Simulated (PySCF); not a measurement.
A run for PySCF: U-M06-2X/def2-TZVPPD on NH2CH4ts, 2S+1 = 2.

```python
from pyscf import gto, dft

mol = gto.M(
    atom='''
    C    -1.26075000   -0.00000600    0.01229100
    N     1.31325500   -0.00000500   -0.13678200
    H    -1.58398700    0.90853800   -0.48474400
    H    -1.46367200   -0.00457300    1.07730200
    H    -1.58474800   -0.90388000   -0.49270000
    H     0.04310800   -0.00006400   -0.15169200
    H     1.48045900    0.80557700    0.46775100
    H     1.48055700   -0.80552400    0.46780800
    ''',
    basis='def2-tzvppd',
    charge=0, spin=1, verbose=4, max_memory=1800)
mf = dft.UKS(mol, xc='m062x').density_fit(auxbasis='def2-universal-jkfit')
mf.grids.level = 4
mf.conv_tol = 1e-9
mf.max_cycle = 150
mf.kernel()
mf.dip_moment()
```

The log:

```
PySCF version 2.14.0

[INPUT] verbose = 4
[INPUT] num. atoms = 8
[INPUT] num. electrons = 19
[INPUT] charge = 0
[INPUT] spin (= nelec alpha-beta = 2S) = 1
[INPUT] symmetry False subgroup None
[INPUT] Mole.unit = angstrom
[INPUT] Symbol           X                Y                Z      unit          X                Y                Z       unit  Magmom
[INPUT]  1 C     -1.260750000000  -0.000006000000   0.012291000000 AA   -2.382472211545  -0.000011338357   0.023226623797 Bohr   0.0
[INPUT]  2 N      1.313255000000  -0.000005000000  -0.136782000000 AA    2.481692281716  -0.000009448631  -0.258480518770 Bohr   0.0
[INPUT]  3 H     -1.583987000000   0.908538000000  -0.484744000000 AA   -2.993301614871   1.716887993760  -0.916033400526 Bohr   0.0
[INPUT]  4 H     -1.463672000000  -0.004573000000   1.077302000000 AA   -2.765939216194  -0.008641717568   2.035805733446 Bohr   0.0
[INPUT]  5 H     -1.584748000000  -0.903880000000  -0.492700000000 AA   -2.994739696452  -1.708085649472  -0.931068061573 Bohr   0.0
[INPUT]  6 H      0.043108000000  -0.000064000000  -0.151692000000 AA    0.081462313778  -0.000120942472  -0.286656335288 Bohr   0.0
[INPUT]  7 H      1.480459000000   0.805577000000   0.467751000000 AA    2.797662048647   1.522319902249   0.883921284491 Bohr   0.0
[INPUT]  8 H      1.480557000000  -0.805524000000   0.467808000000 AA    2.797847241808  -1.522219746764   0.884028998881 Bohr   0.0

nuclear repulsion = 39.4284242826102
number of shells = 68
number of NR pGTOs = 218
number of NR cGTOs = 176
basis = def2-tzvppd
ecp = {}


******** <class 'pyscf.df.df_jk.DFUKS'> ********
method = DFUKS
initial guess = minao
damping factor = 0
level_shift factor = 0
DIIS = <class 'pyscf.scf.diis.CDIIS'>
diis_start_cycle = 1
diis_space = 8
diis_damp = 0
SCF conv_tol = 1e-09
SCF conv_tol_grad = None
SCF max_cycles = 150
direct_scf = False
number electrons alpha = 10  beta = 9
XC library pyscf.dft.libxc version 7.1.2
    S. Lehtola, C. Steigemann, M. J. T. Oliveira, and M. A. L. Marques,  SoftwareX 7, 1–5 (2018)
XC functionals = m062x
    Y. Zhao and D. G. Truhlar,  Theor. Chem. Acc. 120, 215 (2008)
    Y. Zhao and D. G. Truhlar,  Theor. Chem. Acc. 120, 215 (2008)
radial grids:
    Treutler-Ahlrichs [JCP 102, 346 (1995); DOI:10.1063/1.469408] (M4) radial grids

becke partition: Becke, JCP 88, 2547 (1988); DOI:10.1063/1.454033
pruning grids: <function nwchem_prune>
grids dens level: 4
symmetrized grids: False
atomic radii adjust function: <function treutler_atomic_radii_adjust>
small_rho_cutoff = 0
Set gradient conv threshold to 3.16228e-05
tot grids = 150736
******** <class 'pyscf.df.df.DF'> ********
auxbasis = def2-universal-jkfit
init E= -96.1319927412792
  alpha nocc = 10  HOMO = -0.21197142580376  LUMO = 0.00231100132377549
  beta  nocc = 9  HOMO = -0.348042767023578  LUMO = -0.21197142580376

WARN: HOMO -0.21197142580376 >= LUMO -0.21197142580376

cycle= 1 E= -96.3335529268295  delta_E= -0.202  |g|= 0.187  |ddm|= 1.92
  alpha nocc = 10  HOMO = -0.249961327275905  LUMO = 0.0160793937836701
  beta  nocc = 9  HOMO = -0.300596430957164  LUMO = -0.0500872754193225
  HOMO = -0.249961327276  LUMO = -0.0500872754193  gap/eV = 5.43885
cycle= 2 E= -96.3423530260253  delta_E= -0.0088  |g|= 0.16  |ddm|= 0.648
  alpha nocc = 10  HOMO = -0.286280489583561  LUMO = 0.0157233146139717
  beta  nocc = 9  HOMO = -0.352516716608385  LUMO = -0.0765496504106906
  HOMO = -0.286280489584  LUMO = -0.0765496504107  gap/eV = 5.70707
cycle= 3 E= -96.3527994180035  delta_E= -0.0104  |g|= 0.0377  |ddm|= 0.553
  alpha nocc = 10  HOMO = -0.286230628407729  LUMO = 0.0166283747042328
  beta  nocc = 9  HOMO = -0.345229962248062  LUMO = -0.0703935564634577
  HOMO = -0.286230628408  LUMO = -0.0703935564635  gap/eV = 5.87323
cycle= 4 E= -96.3534614065605  delta_E= -0.000662  |g|= 0.0162  |ddm|= 0.0875
  alpha nocc = 10  HOMO = -0.285421051998497  LUMO = 0.0172133857061922
  beta  nocc = 9  HOMO = -0.346087746167989  LUMO = -0.0668033046307599
  HOMO = -0.285421051998  LUMO = -0.0668033046308  gap/eV = 5.94889
cycle= 5 E= -96.3536187427093  delta_E= -0.000157  |g|= 0.00501  |ddm|= 0.0397
  alpha nocc = 10  HOMO = -0.287319213794632  LUMO = 0.0171232985248366
  beta  nocc = 9  HOMO = -0.346017254461259  LUMO = -0.0669304078283162
  HOMO = -0.287319213795  LUMO = -0.0669304078283  gap/eV = 5.99708
cycle= 6 E= -96.353643530282  delta_E= -2.48e-05  |g|= 0.00137  |ddm|= 0.0312
  alpha nocc = 10  HOMO = -0.287290136818775  LUMO = 0.0172093009791041
  beta  nocc = 9  HOMO = -0.345823818398415  LUMO = -0.0664773344419274
  HOMO = -0.287290136819  LUMO = -0.0664773344419  gap/eV = 6.00862
cycle= 7 E= -96.3536460729993  delta_E= -2.54e-06  |g|= 0.000356  |ddm|= 0.00738
  alpha nocc = 10  HOMO = -0.287362518943752  LUMO = 0.0172163968793271
  beta  nocc = 9  HOMO = -0.345898736181503  LUMO = -0.0665265052945756
  HOMO = -0.287362518944  LUMO = -0.0665265052946  gap/eV = 6.00925
cycle= 8 E= -96.3536462423855  delta_E= -1.69e-07  |g|= 0.00011  |ddm|= 0.00129
  alpha nocc = 10  HOMO = -0.28734579197485  LUMO = 0.0172206710311968
  beta  nocc = 9  HOMO = -0.345886816805205  LUMO = -0.0665189073149151
  HOMO = -0.287345791975  LUMO = -0.0665189073149  gap/eV = 6.00901
cycle= 9 E= -96.3536462609563  delta_E= -1.86e-08  |g|= 3.14e-05  |ddm|= 0.000441
  alpha nocc = 10  HOMO = -0.287343909550856  LUMO = 0.0172205753448793
  beta  nocc = 9  HOMO = -0.345883184817232  LUMO = -0.0665198195897858
  HOMO = -0.287343909551  LUMO = -0.0665198195898  gap/eV = 6.00893
cycle= 10 E= -96.3536462624515  delta_E= -1.5e-09  |g|= 9.2e-06  |ddm|= 0.000139
  alpha nocc = 10  HOMO = -0.287343864708681  LUMO = 0.0172205847671876
  beta  nocc = 9  HOMO = -0.345884567824285  LUMO = -0.0665200066373401
  HOMO = -0.287343864709  LUMO = -0.0665200066373  gap/eV = 6.00892
cycle= 11 E= -96.3536462625475  delta_E= -9.6e-11  |g|= 3.17e-06  |ddm|= 3.51e-05
  alpha nocc = 10  HOMO = -0.287343613268746  LUMO = 0.0172206116380593
  beta  nocc = 9  HOMO = -0.345884028086324  LUMO = -0.0665195885113263
  HOMO = -0.287343613269  LUMO = -0.0665195885113  gap/eV = 6.00893
Extra cycle  E= -96.3536462625577  delta_E= -1.02e-11  |g|= 1.83e-06  |ddm|= 1.3e-05
converged SCF energy = -96.3536462625577  <S^2> = 0.75985728  2S+1 = 2.0098331
Dipole moment(X, Y, Z, Debye): -0.72232,  0.00003,  1.49242
```

Self-consistency was reached.

Cost: very roughly 50 core-seconds.
